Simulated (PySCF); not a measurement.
# HNO2 (SMILES O=NO) at 3 levels

Aim: a comparison of 3 runs (M06-2X/STO-3G, QCISD(T)/STO-3G, CISD/STO-3G) of HNO2. 

The calculation is run with PySCF 2.14.0.

11 further runs of the same task are left out: 11 set aside as unsound or not needed.

**1. Starting point**

HNO2: 4 atoms, total charge 0, spin state singlet. As SMILES, `O=NO`. The O3–H4 distance was set to 2.130 Å, away from the relaxed value. At this shape a bond of the SMILES string is far longer than usual.

Bond lengths: O1–N2 1.181 Å, N2–O3 1.392 Å. Angles: O1–N2–O3 113.7°.

**2. A single-point energy at M06-2X/STO-3G (run 1)**

The input, calc.py:

```python
from pyscf import gto, dft

molecule = gto.M(
    atom='''
O      0.869374     1.143315     4.703126
N      0.670216     0.279502     2.654606
O     -0.608335     1.842929     0.967761
H     -0.730814    -0.094826    -2.557234
''',
    max_memory=1860,
    unit='bohr',
    verbose=3,
    charge=0,
    basis='sto-3g',
)

calc0 = dft.RKS(molecule, xc='m06-2x')
calc0.grids.level = 5
calc0.conv_tol = 1e-10
calc0.kernel()
if not calc0.converged:
    calc0 = calc0.newton().run(calc0.mo_coeff, calc0.mo_occ)

energy = calc0.e_tot
print('E = %.10f Eh' % energy)
```

On the command line:

```console
$ OMP_NUM_THREADS=1 python calc.py
```

What it wrote:

```text
converged SCF energy = -202.636401315073
E = -202.6364013151 Eh
```

Run time: 4.2 s. Hardware: 1 thread of Arm Neoverse V1, shared host; peak memory 0.19 GiB.

**3. The energy at QCISD(T)/STO-3G (run 2)**

The input, input.xyz:

```xyz
4
HNO2
O      0.460053     0.605016     2.488787
N      0.354663     0.147906     1.404757
O     -0.321917     0.975236     0.512117
H     -0.386730    -0.050180    -1.353230
```

The input, job.py:

```python
from pyscf import gto, scf, cc

mol = gto.M(
    atom='input.xyz',
    basis='sto-3g',
    verbose=4,
    max_memory=1860,
    spin=0,
)

mf = scf.RHF(mol)
mf.conv_tol = 1e-10
mf.kernel()
if not mf.converged:
    mf = mf.newton().run(mf.mo_coeff, mf.mo_occ)

mycc = cc.QCISD(mf, frozen=3)
mycc.kernel()
e_t = mycc.qcisd_t()
e_tot = mycc.e_tot + e_t
print('Final energy', e_tot)
```

On the command line:

```console
$ OMP_NUM_THREADS=1 python job.py
```

What it wrote:

```text
PySCF version 2.14.0

[... 64 lines left out ...]
converged SCF energy = -201.598874257206
[... 11 lines left out ...]
Init t2, MP2 energy = -201.876303985575  E_corr(MP2) -0.277429728368555
[... 22 lines left out ...]
QCISD converged
[... 2 lines left out ...]
Final energy -201.9725811053341
```

Run time: 0.87 s. Hardware: 1 thread of Arm Neoverse V1, shared host; peak memory 0.1 GiB.

**4. A single-point energy at CISD/STO-3G (run 3)**

The input, run.py:

```python
from pyscf import gto, ci

mol = gto.Mole()
mol.atom = 'O 0.460053 0.605016 2.488787; N 0.354663 0.147906 1.404757; O -0.321917 0.975236 0.512117; H -0.386730 -0.050180 -1.353230'
mol.verbose = 4
mol.charge = 0
mol.max_memory = 1860
mol.basis = 'sto-3g'
mol.build()

myscf = mol.RHF()
myscf.conv_tol = 1e-10
myscf.kernel()
if not myscf.converged:
    myscf = myscf.newton().run(myscf.mo_coeff, myscf.mo_occ)

cisd = ci.CISD(myscf, frozen=3)
cisd.kernel()
e_tot = cisd.e_tot
print(f'total energy: {e_tot:.8f} hartree')
```

On the command line:

```console
$ OMP_NUM_THREADS=1 python run.py
```

What it wrote:

```text
PySCF version 2.14.0

[... 64 lines left out ...]
converged SCF energy = -201.598874257206
[... 1 line left out ...]
******** <class 'pyscf.ci.cisd.RCISD'> ********
CISD nocc = 9, nmo = 13
frozen orbitals 3
max_cycle = 50
direct = 0
conv_tol = 1e-09
max_cycle = 50
max_space = 12
lindep = 0
nroots = 1
Init t2, MP2 energy = -0.277429728368554
RCISD converged
E(RCISD) = -201.9002847353565  E_corr = -0.3014104781500773
total energy: -201.90028474 hartree
```

Wall time 0.81 s (1 thread of Arm Neoverse V1, shared host); peak memory 0.12 GiB.

**5. The series**

```csv
run,level,integration grid,frozen core orbitals,energy (Eh),dipole moment (D) of the reference,HOMO energy (eV),LUMO energy (eV),wall time
1,M06-2X/STO-3G,5,–,-202.636401,1.47,-5.64,-1.16,4.2 s
2,QCISD(T)/STO-3G,–,3,-201.972581,1.72,-7.57,1.43,0.87 s
3,CISD/STO-3G,–,3,-201.900285,1.72,-7.57,1.43,0.81 s
```

**6. Results**

| quantity | value |
| --- | --- |
| run 3: total energy | -201.90028 Eh |
| run 3: dipole moment (Hartree–Fock density) | 1.72 D |
| run 3: HOMO energy (Hartree–Fock orbitals) | -7.57 eV |
| run 3: LUMO energy (Hartree–Fock orbitals) | 1.43 eV |
| run 3: HOMO–LUMO gap (Hartree–Fock orbitals) | 9.00 eV |
| run 3: correlation energy (3 core orbitals frozen) | -301.4 mEh |

In words: In run 2 the T1 diagnostic is large, so a single reference may not serve. In runs 1, 2, 3 the basis is minimal, so the values are rough. In runs 1, 2, 3 a closed-shell determinant meets a far-stretched bond, which it describes badly. All runs together took 5.9 s, the longest 4.2 s.
